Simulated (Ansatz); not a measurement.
Process, species as SMILES: FOF + H+ → [OH+](F)F
B3LYP-D3(BJ)/def2-TZVP geometries, fixed; electronic energies without zero-point terms; positive where energy is released.

Core correlation in the proton affinity at CCSD(T) with Ansatz (an electronic-structure program), in kcal/mol: frozen core against all electrons. Core-valence sets carry the plain set on hydrogen. A restricted Hartree-Fock determinant is unstable towards unrestricted orbitals. The proton sits at the site shown, which need not be the one that binds it best. Costs are rough ratios of core time on shared machines of one kind.

| basis | functions, most | frozen core |
|---|---|---|
| cc-pVDZ | 47 | 117.37 |
| cc-pCVDZ | 59 | 117.31 |
| cc-pVTZ | 104 | 117.46 |
| cc-pCVTZ | 143 | 117.25 |
| cc-pwCVTZ | 143 | 117.20 |
| cc-pVQZ | 195 | 115.78 |
| cc-pCVQZ | 282 | 115.67 |
| cc-pwCVQZ | 282 | 115.65 |

Question: How large is the core term in each set?

Answer: The largest core-valence set, cc-pwCVQZ, gives a core term of -0.11 kcal/mol; the valence set cc-pVQZ, which lacks functions for the core, gives 0.22. By row: cc-pVDZ 0.08, cc-pCVDZ 0.06, cc-pVTZ 0.74, cc-pCVTZ -0.07, cc-pwCVTZ -0.10, cc-pVQZ 0.22, cc-pCVQZ -0.10, cc-pwCVQZ -0.11.
